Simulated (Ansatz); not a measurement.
Mulliken charges of C₂H₂FNO (`FC1=NCO1`) from PBE/def2-TZVPP in Ansatz (PBE0-D4/def2-TZVP geometry).

```json
{"atom": "F1", "x (Å)": "-1.049", "y (Å)": "-1.966", "z (Å)": "0.442", "charge (e)": "-0.100"}
{"atom": "C2", "x (Å)": "-0.515", "y (Å)": "-0.826", "z (Å)": "0.154", "charge (e)": "0.300"}
{"atom": "N3", "x (Å)": "-0.970", "y (Å)": "0.214", "z (Å)": "-0.416", "charge (e)": "-0.262"}
{"atom": "C4", "x (Å)": "0.389", "y (Å)": "0.706", "z (Å)": "-0.173", "charge (e)": "0.099"}
{"atom": "O5", "x (Å)": "0.759", "y (Å)": "-0.577", "z (Å)": "0.468", "charge (e)": "-0.236"}
{"atom": "H6", "x (Å)": "0.460", "y (Å)": "1.518", "z (Å)": "0.549", "charge (e)": "0.100"}
{"atom": "H7", "x (Å)": "0.987", "y (Å)": "0.863", "z (Å)": "-1.069", "charge (e)": "0.100"}
```

Task: By hand: the dipole of these point charges (1 e Å = 4.8032 D).

Result: Σ q r = (0.209, 0.337, -0.069) e Å, of length 0.403 e Å = 1.94 D.

Task: How does the dipole of the full density compare? (Estimate.)

Result: Computed: (0.329, 0.181, 0.034) e Å, 1.81 D; the point charges give 1.07 times that, at 33° from its direction.

Point charges leave out the atoms' own dipoles, such as those of lone pairs, and Mulliken's split depends on the basis, so the two needn't agree.
